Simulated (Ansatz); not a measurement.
# C6H6: the cost of one run

Method: the settings change from run to run; program: Ansatz 0.2.0, Gaussian basis.

**1. The relaxed structure**

An earlier PBE0-D4 in a triple-zeta def2 set relaxation fixed the geometry.

SMILES `c1ccccc1`, 12 atoms, charge 0, spin multiplicity 1.

Atoms are counted from 1 here; the program's logs count them from 0.

Bond lengths: C1–C2 1.387 Å, C1–C6 1.387 Å, C1–H7 1.084 Å, C2–C3 1.387 Å, C2–H8 1.084 Å, C3–C4 1.387 Å, C3–H9 1.084 Å, C4–C5 1.387 Å, C4–H10 1.084 Å, C5–C6 1.387 Å, C5–H11 1.084 Å, C6–H12 1.084 Å. Angles: C2–C1–C6 120.0°, C2–C1–H7 120.0°, C6–C1–H7 120.0°, C1–C2–C3 120.0°, C1–C2–H8 120.0°, C3–C2–H8 120.0°, C2–C3–C4 120.0°, C2–C3–H9 120.0°, C4–C3–H9 120.0°, C3–C4–C5 120.0°, C3–C4–H10 120.0°, C5–C4–H10 120.0°, C4–C5–C6 120.0°, C4–C5–H11 120.0°, C6–C5–H11 120.0°, C1–C6–C5 120.0°, C1–C6–H12 120.0°, C5–C6–H12 120.0°.

**2. CAM-B3LYP/cc-pVTZ**

This run has atoms shaken by 0.08 Å, a grid of angular degree 47, D3(BJ) with three-body dispersion.

Contents of in.yaml:

```yaml
crystal:
  periodic: [false, false, false]
  atoms:
    - {symbol: C, position_ang: [-0.780729, -1.082669, 0.449886]}
    - {symbol: C, position_ang: [0.377321, -0.781260, 1.106242]}
    - {symbol: C, position_ang: [1.206669, 0.144577, 0.698802]}
    - {symbol: C, position_ang: [0.912622, 0.901352, -0.455420]}
    - {symbol: C, position_ang: [-0.375133, 0.940163, -1.055713]}
    - {symbol: C, position_ang: [-1.249900, -0.178899, -0.635970]}
    - {symbol: H, position_ang: [-1.631732, -1.664250, 0.795174]}
    - {symbol: H, position_ang: [0.680517, -1.444112, 1.811604]}
    - {symbol: H, position_ang: [2.365457, 0.253434, 1.121921]}
    - {symbol: H, position_ang: [1.534022, 1.904737, -0.711605]}
    - {symbol: H, position_ang: [-0.612846, 1.500249, -1.872888]}
    - {symbol: H, position_ang: [-2.244994, -0.262387, -1.082068]}
basis:
  gaussian: {orbitals: cc-pVTZ, final_grid: {core_spheres: 20, valence_spheres: 16, degree: 47}}
hamiltonian: {xc: {name: CAM-B3LYP}, dispersion: d3bjatm}
```

Run with:

```console
$ ansatz run in.yaml --threads 4 --pin off --events-out ev --progress --plain --max-ram 10444MiB
```

Q: Estimate wall time and peak memory on 4 threads of Arm Neoverse V1, shared host.

About 3.9 s, with a peak of 0.64 GiB.
